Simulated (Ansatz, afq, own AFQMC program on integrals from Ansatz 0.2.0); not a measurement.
AFQMC on a folder of integrals that Ansatz 0.2.0 wrote.

```yaml
crystal:
  periodic: [false, false, false]
  atoms:
    - {symbol: Ge, position_ang: [0.157725, 0.000000, 0.225753]}
    - {symbol: B, position_ang: [-1.031512, 0.000000, -1.307402]}
    - {symbol: H, position_ang: [-0.303060, 0.000000, -2.246517]}
basis:
  gaussian: {orbitals: cc-pVDZ}
magnetization: {spin_polarized: true, initial_magnetization: 2}
correlation: {method: ccsd_t, electrons: outside_noble_gas, hamiltonian_folder: ham}
```

```sh
$ ansatz run in.yaml --threads 1 --pin off --events-out ev --progress --plain --max-ram 1382MiB
```

afq runs on the folder ham with

```
--method phaseless --trial hf --walkers 120 --populations 1 --least-time 40 --time-step 0.005 --steps-per-block 20 --equilibration-blocks 112 --max-blocks 600 --target-error 0.00102 --factor-cut 1e-05 --start spin_pure --seed 4 --taylor-order 6
```

Times are imaginary, in 1/Eh. The walk had a cap of 630 s. Filled inner d shells are frozen with the cores.

Log:

```
orbitals 31  electrons 5 3  factors 243 of 506
reference energy -2100.48946258 Eh
CCSD correlation -0.15242831 Eh in 18 cycles, weight of the determinant in the CISD state 0.8330
energy of the start -2100.491790 Eh
 block  time / (1/Eh)  mean weight  energy / Eh
     1     0.100  1.0003  -2100.513559
     2     0.200  1.0015  -2100.530524
     3     0.300  1.0009  -2100.549046
     4     0.400  1.0010  -2100.558369
     5     0.500  1.0020  -2100.570118
     8     0.800  1.0006  -2100.596974
    18     1.800  1.0003  -2100.637328
    69     6.900  1.0009  -2100.640145
   103    10.300  1.0023  -2100.673716
   120    12.000  1.0011  -2100.650299
   171    17.100  0.9992  -2100.641887
   222    22.200  1.0003  -2100.660628
   273    27.300  0.9996  -2100.639853
   324    32.400  1.0005  -2100.654707
   375    37.500  1.0003  -2100.644648
   426    42.600  1.0014  -2100.661978
   477    47.700  1.0002  -2100.644652
   528    52.800  1.0005  -2100.659930
   579    57.900  1.0000  -2100.636161
   613    61.300  0.9987  -2100.633136
   630    63.000  1.0001  -2100.645158
   681    68.100  1.0013  -2100.651182
   698    69.800  1.0013  -2100.650410
blocks merged  error / Eh  count
     1  0.000428  600
     2  0.000566  300
     4  0.000744  150
     8  0.000934  75
    16  0.001155  37
    32  0.001276  18
    64  0.000899  9
energy -2100.648429 +/- 0.001276 Eh
(rows thinned)
```

The run passed its tests (sampling time, drift between the halves within three errors, error under three times the target), which doesn't prove that it has relaxed.

Against this walk (error 34.7 meV) on the same determinant: CCSD(T) 3.1 meV higher (within the noise), CCSDT(Q) 70.5 meV lower, a separate phaseless walk with a CISD trial and standard settings 35.0 ± 35.8 meV lower (within the noise). The error is statistical and leaves out the bias of the constraint. The determinant has ⟨S²⟩ = 2.19, so the low cluster orders mix in higher spin (the high orders can go on to a lower state of that spin), while the walk starts as a pure triplet. None of these is a sure reference here.

Cautions: constraint bias not in the error; error above the target (34.7 against 27.8 meV); no relativity below Rb; no spin-orbit coupling; inner d shell frozen; lower spins were not checked; higher spins were not checked; strong correlation (T1 0.058, weight of the determinant 0.83, largest double 0.10); unrestricted determinant spin contaminated (⟨S²⟩ 2.19 against 2.00); the bias of populations of 120 walkers isn't removed.

The walk took 110 s on 1 thread of Intel(R) Xeon(R) 6975P-C (Granite Rapids), with other jobs on the host. The log's last line is the phaseless energy.

CCSDT and higher add their correlation energy to the determinant of the CCSD(T) run, since their own runs factorise the integrals more tightly (a shift of under 2 meV). A walk keeps the symmetry of its determinant, which the program's search chose and which needn't be the lowest solution, so a lower state of the same spin and another symmetry isn't excluded.
